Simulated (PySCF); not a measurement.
Species: 1-chlorobicyclo[1.1.1.]pentane, C5H7Cl.
SMILES with atom numbers: `[Cl:1][C@@:2]12[CH2:3][C@@H:4]([CH2:5]1)[CH2:6]2`

Definitions: NICS(0) = −σiso at the ring centroid; NICS(1) = −σiso and NICS(1)zz = −σzz at ±1 Å along the ring normal z. Level: GIAO PBE0/pcSseg-1 (PySCF, non-relativistic, gas phase) on the GFN2-xTB geometry, one conformer.

Ring bond lengths (Å), with Mayer bond orders in brackets: C2–C3 1.534 (0.90), C3–C4 1.540 (0.93), C4–C5 1.540 (0.93), C5–C2 1.534 (0.90); C2–C3 1.534 (0.90), C3–C4 1.540 (0.93), C4–C6 1.540 (0.93), C6–C2 1.534 (0.90).

Q: What do the NICS probes read (ppm)?

A: 
| ring | type | NICS(0) | NICS(1), two faces | NICS(1)zz, two faces | rms pucker (Å) | centre to ring atoms, mean (Å) |
| --- | --- | --- | --- | --- | --- | --- |
| C2–C3–C4–C5 | 4-membered carbocycle; formal bonds all single | -16.3 | -32.4 / -4.3 | -24.6 / -4.3 | 0.31 | 1.04 |
| C2–C3–C4–C6 | 4-membered carbocycle; formal bonds all single | -16.3 | -4.3 / -32.4 | -4.3 / -24.6 | 0.31 | 1.04 |

Q: What can be read from them?

A: 
- C2–C3–C4–C5: mean NICS(1)zz -14.5 ppm, shielded. C2, C3, C4, C5 have four or more neighbours, so the value isn't read as a sign of a π ring current. The two faces differ by 20.3 ppm, so no symmetry operation interchanges them.
- C2–C3–C4–C6: mean NICS(1)zz -14.5 ppm, shielded. C2, C3, C4, C6 have four or more neighbours, so the value isn't read as a sign of a π ring current. The two faces differ by 20.3 ppm, so no symmetry operation interchanges them.

Q: What is the mean of the two in-plane components of NICS at the first NICS(1) probe listed for ring C2–C3–C4–C5, 1 Å off the ring?

A: The isotropic value is a third of the trace: (3 × -32.4 − (-24.6))/2 = -36.3 ppm.

Q: Give the inner angles of the rings and the Hirshfeld charges of the ring atoms.

A: 
- C2–C3–C4–C5: C2 88.2° (+0.039 e), C3 73.3° (-0.075 e), C4 87.8° (-0.018 e), C5 73.3° (-0.075 e); sum 322.6° against 360° for a flat convex ring.
- C2–C3–C4–C6: C2 88.2° (+0.039 e), C3 73.3° (-0.075 e), C4 87.8° (-0.018 e), C6 73.3° (-0.075 e); sum 322.6° against 360° for a flat convex ring.

Q: What are the shieldings of the ring atoms and their hydrogens in the same run (means over atoms taken as equivalent)?

A: 
| atoms | environment | σ isotropic (ppm) |
| --- | --- | --- |
| C2 | sp3 C–Cl carbon | 133.5 |
| C3 (×3) | four-membered-ring carbon | 127.9 |
| C4 | sp3 carbon at a ring junction | 162.9 |
| H on C3 (×6) | methylene hydrogen | 29.75 |
| H on C4 | methine hydrogen | 29.29 |
